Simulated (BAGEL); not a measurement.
# SiPH3F− (SMILES F[SiH-]P): RI-MP2/6-31G(d) (DKH2, density fitting with svp-jkfit, cc-pvtz-ri for correlation, spherical functions)

Aim: the energy difference between two shapes of SiPH3F− at RI-MP2/6-31G* (DKH2, density fitting with svp-jkfit, cc-pvtz-ri for correlation, spherical functions), from 2 runs. 

The calculation is run with BAGEL 1.2.2.

8 further runs of the same task are left out: 6 that didn't finish, 2 set aside as unsound or not needed.

### Step 1. The structure to begin with

SiPH3F− has 6 atoms, charge -1, and is taken as a singlet. SMILES: `F[SiH-]P`. The coordinates come from a GFN2-xTB relaxation. This is one conformer, not always the lowest.

Bond lengths: F1–Si2 1.693 Å, Si2–P3 2.254 Å, Si2–H4 1.511 Å, P3–H5 1.375 Å, P3–H6 1.378 Å. Angles: F1–Si2–P3 103.0°, F1–Si2–H4 93.4°, P3–Si2–H4 95.0°, Si2–P3–H5 89.3°, Si2–P3–H6 94.1°, H5–P3–H6 91.4°.

### Step 2. Energy and gradient at RI-MP2/6-31G(d) (DKH2, density fitting with svp-jkfit, cc-pvtz-ri for correlation, spherical functions)

mp2.json reads:

```json
{ "bagel" : [

{
  "title" : "molecule",
  "basis" : "6-31gs.json",
  "df_basis" : "svp-jkfit",
  "dkh" : true,
  "geometry" : [
    { "atom" : "F", "xyz" : [    -2.75314199,    -2.84201581,     1.25031839 ] },
    { "atom" : "Si", "xyz" : [    -1.50116064,    -0.90275996,    -0.96389260 ] },
    { "atom" : "P", "xyz" : [     1.50535583,     1.20417128,     1.19699032 ] },
    { "atom" : "H", "xyz" : [     0.27009855,    -2.90689011,    -1.96195146 ] },
    { "atom" : "H", "xyz" : [     2.43814354,     2.11673892,    -1.04989404 ] },
    { "atom" : "H", "xyz" : [     0.04072360,     3.33075568,     1.52842939 ] }
  ]
},

{
  "title" : "force",
  "method" : [
    { "title" : "mp2", "charge" : -1, "ncore" : 11, "aux_basis" : "cc-pvtz-ri" }
  ]
}

]}
```

The basis set 6-31G* is read from a file made from the Basis Set Exchange's data (not shown).

The run is started by

```console
$ BAGEL_NUM_THREADS=1 BAGEL mp2.json > mp2.out
```

What it wrote:

```text
* using 1 threads per process

  ===============================================================
  ===============================================================

  *** Geometry ***

  { "atom" : "F", "xyz" : [     -2.753142,     -2.842016,      1.250318 ] },
  { "atom" : "Si", "xyz" : [     -1.501161,     -0.902760,     -0.963893 ] },
  { "atom" : "P", "xyz" : [      1.505356,      1.204171,      1.196990 ] },
  { "atom" : "H", "xyz" : [      0.270099,     -2.906890,     -1.961951 ] },
  { "atom" : "H", "xyz" : [      2.438144,      2.116739,     -1.049894 ] },
  { "atom" : "H", "xyz" : [      0.040724,      3.330756,      1.528429 ] },

  Number of auxiliary basis functions:      387

  Since a DF basis is specified, we compute 2- and 3-index integrals:
    o Being stored without compression. Storage requirement is 0.010 GB

[... 20 lines left out ...]
    * SCF iteration converged.
[... 1 line left out ...]
    * Permanent dipole moment:
[... 13 lines left out ...]
      MP2 correlation energy:   -0.3544850965
[... 1 line left out ...]
    * Permanent dipole moment: MP2 unrelaxed
[... 2 lines left out ...]
  === Z-vector iteration ===

      0     0.00070001027712           0.01
      1     0.00011218059847           0.01
      2     0.00003195184602           0.01
[... 6 lines of this table left out ...]
      9     0.00000000245755           0.01

    * Permanent dipole moment: MP2 relaxed
           (   -0.442581,    -0.422205,    -0.291686) a.u.

  * Nuclear energy gradient

    o Atom   0
        x          0.0048897042
        y         -0.0010472189
        z         -0.0075393255
    o Atom   1
        x          0.0270974218
        y          0.0129695523
        z          0.0119276390
    o Atom   2
        x         -0.0148343185
        y          0.0136040084
        z         -0.0243453956
    o Atom   3
        x         -0.0131086562
        y          0.0017798384
        z          0.0074520393
    o Atom   4
        x         -0.0128485522
        y         -0.0080294034
        z          0.0192615920
    o Atom   5
        x          0.0088044010
        y         -0.0192767768
        z         -0.0067565492

    * METHOD: FORCE                                2.64

  ===============================================================
```

Run time: 3.3 s. Hardware: 1 thread of Intel Xeon Platinum 8488C (Sapphire Rapids), shared host; peak memory 0.12 GiB.

### Step 3. The distorted shape at the same level

mp2.json reads:

```json
{ "bagel" : [

{
  "title" : "molecule",
  "basis" : "6-31gs.json",
  "df_basis" : "svp-jkfit",
  "dkh" : true,
  "geometry" : [
    { "atom" : "F", "xyz" : [    -2.65209078,    -2.93409839,     1.45389103 ] },
    { "atom" : "Si", "xyz" : [    -1.46297116,    -0.95598221,    -1.07924149 ] },
    { "atom" : "P", "xyz" : [     1.26770576,     1.41873456,     1.05326342 ] },
    { "atom" : "H", "xyz" : [     0.32105124,    -2.88848040,    -1.87411888 ] },
    { "atom" : "H", "xyz" : [     2.34365913,     2.18718791,    -1.12406390 ] },
    { "atom" : "H", "xyz" : [    -0.07694776,     3.29766279,     1.68409180 ] }
  ]
},

{
  "title" : "force",
  "method" : [
    {
      "title" : "mp2",
      "charge" : -1,
      "ncore" : 11,
      "aux_basis" : "cc-pvtz-ri"
    }
  ]
}

]}
```

The basis set 6-31G* is read from a file made from the Basis Set Exchange's data (not shown).

The run is started by

```console
$ BAGEL_NUM_THREADS=1 BAGEL mp2.json > mp2.out
```

What it wrote:

```text
* using 1 threads per process

  ===============================================================
  ===============================================================

  *** Geometry ***

  { "atom" : "F", "xyz" : [     -2.652091,     -2.934098,      1.453891 ] },
  { "atom" : "Si", "xyz" : [     -1.462971,     -0.955982,     -1.079241 ] },
  { "atom" : "P", "xyz" : [      1.267706,      1.418735,      1.053263 ] },
  { "atom" : "H", "xyz" : [      0.321051,     -2.888480,     -1.874119 ] },
  { "atom" : "H", "xyz" : [      2.343659,      2.187188,     -1.124064 ] },
  { "atom" : "H", "xyz" : [     -0.076948,      3.297663,      1.684092 ] },

  Number of auxiliary basis functions:      387

  Since a DF basis is specified, we compute 2- and 3-index integrals:
    o Being stored without compression. Storage requirement is 0.010 GB

[... 20 lines left out ...]
    * SCF iteration converged.
[... 1 line left out ...]
    * Permanent dipole moment:
[... 13 lines left out ...]
      MP2 correlation energy:   -0.3551030910
[... 1 line left out ...]
    * Permanent dipole moment: MP2 unrelaxed
[... 2 lines left out ...]
  === Z-vector iteration ===

      0     0.00073306765901           0.01
      1     0.00011457329660           0.01
      2     0.00003272814016           0.01
[... 5 lines of this table left out ...]
      8     0.00000000819853           0.01

    * Permanent dipole moment: MP2 relaxed
           (   -0.556224,    -0.739742,    -0.102426) a.u.

  * Nuclear energy gradient

    o Atom   0
        x         -0.0075752261
        y         -0.0231121177
        z          0.0225942845
    o Atom   1
        x          0.0594124964
        y          0.0244476348
        z         -0.0231524386
    o Atom   2
        x         -0.0616304315
        y          0.0874343575
        z         -0.0262691738
    o Atom   3
        x         -0.0272548676
        y          0.0124435221
        z          0.0120544795
    o Atom   4
        x         -0.0143415081
        y         -0.0220351903
        z          0.0290490013
    o Atom   5
        x          0.0513895368
        y         -0.0791782064
        z         -0.0142761529

    * METHOD: FORCE                                2.66

  ===============================================================
```

It took 3.3 s on 1 thread of Intel Xeon Platinum 8488C (Sapphire Rapids), shared host; peak memory 0.13 GiB.

### Step 4. Summary of results

At RI-MP2/6-31G* (DKH2, density fitting with svp-jkfit, cc-pvtz-ri for correlation, spherical functions), 11 core orbitals frozen:

| quantity | value |
| --- | --- |
| first shape: total energy | -732.52481 Eh |
| first shape: correlation energy (11 core orbitals frozen) | -354.5 mEh |
| first shape: largest force on an atom | 1.662 eV/Å |
| distorted shape: total energy | -732.50205 Eh |
| distorted shape: correlation energy (11 core orbitals frozen) | -355.1 mEh |
| distorted shape: largest force on an atom | 5.664 eV/Å |
| energy change with the atoms displaced | 0.619 eV |

**Reading.** With the atoms displaced the energy rises by 0.62 eV (59.7 kJ/mol). The first shape isn't relaxed at this level, so the change isn't measured from a minimum. The largest force (first shape) is 1.66 eV/Å: the shape isn't a stationary point for this species at this level.
